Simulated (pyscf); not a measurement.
HI + H atom (H•) → HI + H atom (H•) (atom transfer; doublet surface; H–I broken, H–I formed). PySCF, gas phase, ωB97X-D3(BJ)/def2-SVP geometries. MP2 and CC: frozen core, UHF for open shells. ΔMP2 is the change of the MP2 total energy from the triple- to the quadruple-zeta basis. Energies in eV from the separated reactants.

```tsv
level	barrier	reaction energy
ωB97X-D3(BJ)/def2-TZVP	0.26	0.00
PBE/def2-TZVP	-0.02	0.00
r²SCAN/def2-TZVP	-0.04	0.00
B3LYP-D3(BJ)/def2-TZVP	0.03	0.00
HF/def2-TZVP	0.76	0.00
CCSD/def2-TZVPP	?	0.00
CCSD(T)/def2-TZVPP + ΔMP2(QZVPP)	?	0.00
```

Q: Some entries are withheld; supply them.

A: 
- CCSD/def2-TZVPP, barrier: 0.29
- CCSD(T)/def2-TZVPP + ΔMP2(QZVPP), barrier: 0.21

At PBE, r²SCAN this geometry lies under the reactants; that is no barrier but a single point on another level's saddle; such a level's own saddle, if it has one, lies nearer that side and is low. At PBE, r²SCAN this geometry lies under the product side: in single points on another level's saddle the reverse barrier vanishes, and the forward threshold there is about the reaction energy. The angle at the transferred I is 155°. The CCSD(T) − MP2 part came from Ansatz, without density fitting, on the same reference. The frozen core leaves the outer d or s,p core shells of the metals and heavy elements correlated in the MP2 and CC values, and def2-TZVPP describes them poorly, which can shift differences by a few kcal/mol. Elements past Kr carry the def2 core potentials, without spin-orbit coupling.
